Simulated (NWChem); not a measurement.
# CS

```
C
S 1 1.5531
```
Charge 0, spin multiplicity 1.

Program: NWChem. All single points use one geometry, from PBE/def2-SVP, a minimum by its harmonic frequencies.

The structure started from a generated list of species. The stability of the SCF solutions was not checked.

Worked example. At PBE/def2-TZVP the molecule has a total energy of -436.02094 Ha and the free atoms (multiplicities C 3, S 3) S -397.93833, C -37.79597 Ha. The electronic atomisation energy is the atoms' sum less the molecule's energy.

1·(-37.79597) + 1·(-397.93833) = -435.73430 Ha for the atoms; less the molecule's energy this leaves 0.28664 Ha, or 179.9 kcal/mol (753 kJ/mol), without zero-point, thermal or spin-orbit terms.
